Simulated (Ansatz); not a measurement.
The same path of H₆N₂Si (9 atoms, charge 0, multiplicity 1) was run twice with different band settings. Lost on the way: Si1–N2, N3–H4. Made: N2–H4.

All numbers below come from RKS B3LYP-D4/def2-SVP in Ansatz.

Relaxed end points:

```xyz
9
Properties=species:S:1:pos:R:3
Si -0.520 0.036 -0.195
N 0.209 1.104 0.952
N 0.646 -1.165 -0.628
H 1.542 -0.906 -1.029
H -1.002 0.961 -1.271
H -1.699 -0.773 0.255
H -0.100 2.067 1.026
H 0.579 0.758 1.832
H 0.345 -2.081 -0.942
```

```xyz
9
Properties=species:S:1:pos:R:3
Si -0.898 -0.528 -0.524
N 0.958 1.080 1.084
N 0.086 -1.715 -0.981
H 1.359 0.219 0.719
H -1.298 0.727 -1.231
H -1.690 -0.729 0.710
H 0.668 1.706 0.339
H 0.202 0.891 1.735
H 0.612 -1.650 -1.853
```

Common settings: climbing image yes; spring 5.0 eV/Å²; optimiser quadratic models (default); start path through a guess of the saddle point; force threshold 0.03 eV/Å; iteration limit 60; end points relaxed.

| run | movable images |
| --- | --- |
| 1 | 7 |
| 2 | 1 |

Q: What does each run give, and how far can it be trusted?

A: Run 1: not converged after 18 iterations, highest image 2.657 eV above the first end. The band forces met their threshold (the largest was 0.03 eV/Å), but the run stopped with an error, since it found no sound saddle at the top, so its energies are provisional: over the last iterations the top stayed at 2.66 eV.
Run 2: converged after 28 iterations, highest image 2.657 eV above the first end. Neighbouring images differ by up to 2.7 eV, so the band resolves the path poorly. The top lies less than 8 meV above the higher end, about what the thresholds resolve: that end is a shoulder or a very shallow well. The order of the stationary point at the top wasn't checked. So few images can step over the top or miss a turn of the path.
The orbitals stay closed-shell, which can raise the energy where a bond breaks towards radicals; this wasn't checked here.
